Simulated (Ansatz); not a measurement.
The input, for Ansatz 0.2.0:

```yaml
crystal:
  periodic: [false, false, false]
  atoms:
    - {symbol: B, position_ang: [0.000000, -0.528900, 2.695464]}
    - {symbol: N, position_ang: [0.000000, 0.324932, -1.973100]}
    - {symbol: H, position_ang: [0.000000, 0.308722, 3.548183]}
    - {symbol: H, position_ang: [0.000000, 1.253251, -2.373312]}
    - {symbol: H, position_ang: [0.000000, -0.404458, -2.667058]}
basis:
  gaussian: {orbitals: cc-pVDZ}
magnetization: {spin_polarized: false, initial_magnetization: 1}
correlation: {method: ccsdt_q, electrons: outside_noble_gas}
```

```sh
$ ansatz run in.yaml --threads 1 --pin off --events-out ev --progress --plain --max-ram 2393MiB
```

The program prints:

```
745 factors; integrals over basis functions are off by at most 2.1e-7 eV
mean field evaluation 1: about -2182.4745 eV, gradient 4.5e1 eV
mean field evaluation 2: about -2182.4742 eV, gradient 4.5e1 eV
mean field evaluation 4: about -2185.7069 eV, gradient 2.6e1 eV
mean field evaluation 8: about -2195.3903 eV, gradient 6.2e0 eV
mean field evaluation 16: about -2195.5305 eV, gradient 7.6e-7 eV
mean field evaluation 32: about -2188.9467 eV, gradient 5.4e0 eV
mean field evaluation 64: about -2195.5305 eV, gradient 7.6e-7 eV
mean field evaluation 96: about -2193.7485 eV, gradient 9.8e-4 eV
mean field evaluation 128: about -2187.8207 eV, gradient 8.1e-1 eV
mean field evaluation 160: about -2187.2449 eV, gradient 6.1e0 eV
...
cycle  14  -7.02074236 eV  change   -1.3e-5 eV  update   6.6e-5
cycle  15  -7.02074834 eV  change   -6.0e-6 eV  update   4.7e-5
cycle  16  -7.02075129 eV  change   -2.9e-6 eV  update   5.0e-5
cycle  17  -7.02075253 eV  change   -1.2e-6 eV  update   3.3e-5
cycle  18  -7.02075245 eV  change    8.3e-8 eV  update   1.3e-5
cycle  19  -7.02075121 eV  change    1.2e-6 eV  update   3.2e-6
cycle  20  -7.02075013 eV  change    1.1e-6 eV  update   3.6e-6
cycle  21  -7.02074977 eV  change    3.6e-7 eV  update   4.0e-6
cycle  22  -7.02074998 eV  change   -2.1e-7 eV  update   2.9e-6
cycle  23  -7.02075021 eV  change   -2.4e-7 eV  update   1.2e-6
perturbative correction -0.00713464 eV, -0.0002621931 hartree
Total energy: -2202.55842000 eV, -80.9425289872 hartree
```

For the same geometry and basis UCCSDT(Q) lies 0.1 meV higher.

Ran on 1 thread of Intel Xeon Platinum 8259CL, shared host: 39 s wall, 0.51 GiB peak host memory.
